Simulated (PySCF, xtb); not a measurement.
AlCl3, SMILES [Cl][Al]([Cl])[Cl].

GFN2-xTB run with xtb at its own geometry gives an orbital gap of 4.57 eV and a dipole moment of 0.03 D.

Coordinates come from a B3LYP-D3(BJ)/def2-SVP optimisation. The isomer is the one that the SMILES or the coordinates give; other isomers of the formula were not compared.

Q: What does PySCF with CAM-B3LYP/def2-TZVPD give? (The exact figures need the calculation; the answer reports its results.)

A: gap 10.02 eV (levels -10.79 and -0.77 eV), dipole 0.00 D.
